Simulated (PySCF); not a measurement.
# Ionising SiCl

UHF-MP2; basis Si pcseg-1, Cl pcseg-1; no relativity; PySCF 2.14. Neutral (UHF): doublet (π ↑), Re = 2.090 Å, ωe = 526 cm⁻¹, De = 3.92 eV.

SiCl⁺ (RHF): singlet (closed shell), Re = 1.961 Å, ωe = 683 cm⁻¹, De = 4.65 eV to Si⁺ + Cl. The energies at the minima are -748.54554 hartree for SiCl and -748.28540 for SiCl⁺.

Q: Work out the adiabatic ionisation energy, without and with harmonic zero-point energies (1 hartree = 27.2114 eV, 1 eV = 8065.5 cm⁻¹), and the change of the bond length.

A: At MP2: 0.26014 hartree = 7.079 eV between the minima; the zero-point term (683.0 − 526.0)/2 cm⁻¹ = +0.010 eV makes it 7.089 eV. Re changes by -12.9 pm against the neutral. The electron leaves a π orbital, and the shorter bond of the ion fits an antibonding orbital, or a change in how ionic the bond is.

Correlated steps freeze 10 core orbitals. Correlated levels converge slowly with the basis: in double zeta they bind strong bonds too weakly, by up to about 1 eV, and carry superposition errors of some tenths. For an ion De counts to the pair picked by the measured ionisation energies or electron affinities, which need not be the lowest pair at this level. Where the molecule has an RHF reference, its open-shell atoms are computed with UHF. States were picked by a PBE0 search and need not be the measured ground states.

Neutral and ion stand on different kinds of reference determinant, which adds to the error of the difference.
